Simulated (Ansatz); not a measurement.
## Ansatz (development build ahead of 0.2.0) run

```yaml
crystal:
  periodic: [false, false, false]
  atoms:
    - { symbol: B, position_ang: [0.0, 0.0, 0.0] }
    - { symbol: S, position_ang: [0.0, 0.0, 1.609] }
basis:
  gaussian: { orbitals: def2-SVP }
magnetization:
  spin_polarized: true
  initial_magnetization: 1
hamiltonian:
  xc: hf
correlation:
  method: mp2
  frozen_orbitals: { B: 1, S: 5 }
scf:
  omitted_lower_state_checks: [stability, starts, atomic_configurations, cluster_reference, orbital_swaps, given_window_search, neighbouring_geometries, increment]
```

The input is written out in the form of the current development build from the run's settings.

Output:

```
Converged                                                          : yes
Reference energy                                                   : -422.02201 hartree
Correlation energy                                                 : -0.17785 hartree
Total energy                                                       : -422.19986 hartree
Spin squared of the determinant                                    : 0.857
Occupied orbitals by symmetry in an Abelian subgroup (alpha; beta) : 7 A1 2 B1 2 B2; 6 A1 2 B1 2 B2
```

Messages of the program:
```
mean field -11483.80398123 eV, -422.0220123084 hartree, gradient 2.9e-6 eV, S^2 0.857151; 0 other ends of a descent, 0 dependent functions left out
```

Caution: the unrestricted determinant is spin contaminated.
